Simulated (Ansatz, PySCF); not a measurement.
Potential energy surface of H₂N, doublet: symmetric bend, bond length relaxed. Scanned: H-N-H angle. Other coordinates (N-H bond length) were minimised at PBE0/def2-TZVP.

Methods: UKS-B3LYP/6-31G* = unrestricted B3LYP/6-31G*, spherical d (PySCF); UHF/aug-cc-pVQZ (Ansatz, an electronic-structure program); UHF/6-31G* = unrestricted Hartree-Fock/6-31G*, spherical d (PySCF 2.14.0).

Energies in mEh, each method relative to its own lowest point.

```
a / °   UKS-B3LYP/6-31G*  UHF/aug-cc-pVQZ  UHF/6-31G*
------  ----------------  ---------------  ----------
180                 57.1             54.6        61.2
169.60              54.6             51.9        58.3
161.60              49.6             46.6        52.4
153.60              42.3             39.2        44.1
145.60              33.7             30.6        34.4
137.60              24.5              ___        24.4
129.60              15.8             13.3        15.1
121.60               8.3              6.5         7.5
113.60               ___              ___         2.2
105.60               0.0              0.0         0.0
97.60                ___              1.4         1.4
89.60                ___              6.5         6.8
81.60               12.0             15.5        16.5
73.60               24.0             28.5        30.7
65.60               40.1             45.7        49.5
60                  54.0             60.1        65.2
```

Question: Fill in the missing entries.

Answer: 
- 137.60, UHF/aug-cc-pVQZ: 21.6
- 113.60, UKS-B3LYP/6-31G*: 2.8
- 113.60, UHF/aug-cc-pVQZ: 1.8
- 97.60, UKS-B3LYP/6-31G*: 0.3
- 89.60, UKS-B3LYP/6-31G*: 4.2
